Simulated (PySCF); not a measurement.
PySCF input for CHCl3, SMILES C(Cl)(Cl)Cl, SMD-PBE0/6-31G*. Geometry: PBE-D3(BJ)/def2-SVP.

```python
import numpy as np
from pyscf import gto, scf, dft
from pyscf.solvent import smd

mol = gto.M(
    atom='''
    Cl    1.47298381   -0.85042760   -0.08394378
    C     0.00000000    0.00000000    0.45399845
    Cl    0.00000001    1.70085520   -0.08394378
    Cl   -1.47298382   -0.85042760   -0.08394378
    H     0.00000000    0.00000000    1.55714185
    ''',
    basis='6-31G*',
    charge=0,
    spin=0,
    max_memory=1600,
    verbose=3,
)
mf = dft.RKS(mol, xc='pbe0').density_fit(auxbasis='def2-universal-jkfit')
mf.grids.level = 3
mf.conv_tol = 1e-9
mf.max_cycle = 100
mf.kernel()
res = {}
for name in ['water', 'tetrahydrofuran', 'ethylethanoate']:
    s = mf.SMD()
    s.with_solvent.solvent, s.with_solvent.sasa_ng = name, 302
    s.kernel(mf.make_rdm1())
    res[name] = (s.e_tot, s.with_solvent.get_cds(), s.dip_moment(), s.mo_energy, s.converged)
    print(f'SMD {name}: dG(solv) = {(s.e_tot - mf.e_tot) * 627.509474:.3f} kcal/mol, of which CDS {res[name][1] * 627.509474:.3f}')
```

Output:

```
converged SCF energy = -1418.73248945805
converged SCF energy = -1418.7348574211
Dipole moment(X, Y, Z, Debye):  0.00000, -0.00048,  1.72945
SMD water: dG(solv) = -1.486 kcal/mol, of which CDS 1.525
converged SCF energy = -1418.7399976102
Dipole moment(X, Y, Z, Debye):  0.00000, -0.00034,  1.62845
SMD tetrahydrofuran: dG(solv) = -4.711 kcal/mol, of which CDS -2.362
converged SCF energy = -1418.74002358177
Dipole moment(X, Y, Z, Debye):  0.00000, -0.00030,  1.60563
SMD ethylethanoate: dG(solv) = -4.728 kcal/mol, of which CDS -2.530
```

The calculation finished and met its thresholds.
